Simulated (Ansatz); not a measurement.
## [BPH4]− (SMILES [BH2-]P): methods side by side

The species is [BPH4]− (6 atoms), meant as a doublet with charge -1. SMILES: `[BH2-]P`. The coordinates come from a GFN2-xTB relaxation.

Quantity: the vertical energy of the quartet above the doublet, in eV. The values are calculated.

| level | kind | program | value (eV) | less FCI/STO-3G | CPU time (all runs) |
| --- | --- | --- | --- | --- | --- |
| UPBE/STO-3G | GGA | Ansatz | 8.56 | -0.34 | 4 s |
| U-r2SCAN/STO-3G | meta-GGA | Ansatz | 8.57 | -0.33 | 8.4 s |
| U-r2SCAN0/STO-3G | hybrid meta-GGA | Ansatz | 8.59 | -0.31 | 9.9 s |
| UBHLYP/STO-3G | global hybrid | Ansatz | 8.67 | -0.23 | 4.2 s |
| UHSE06/STO-3G | range-separated hybrid | Ansatz | 8.64 | -0.26 | 6.2 s |
| UBCCD(T)/STO-3G | coupled cluster or CI | Ansatz | 8.90 | 0.00 | 0.84 s |
| UCCSDTQ/STO-3G | coupled cluster or CI | Ansatz | 8.90 | 0.00 | 1.8 min |
| FCI/STO-3G | exact in the basis | Ansatz | 8.90 | 0.00 | 7.8 s |

FCI/STO-3G is exact within its basis and frozen core, so for wave-function methods in that basis the difference is their error; functionals converge differently with the basis, so for them it is only a difference. Sets without diffuse functions describe the anion poorly. The values span 8.56 to 8.90 eV. All rows use very small basis sets, so even the best lies far from the true value. Times are those of the runs behind each value, whatever else they computed, on shared processors of several kinds: orders of magnitude only.
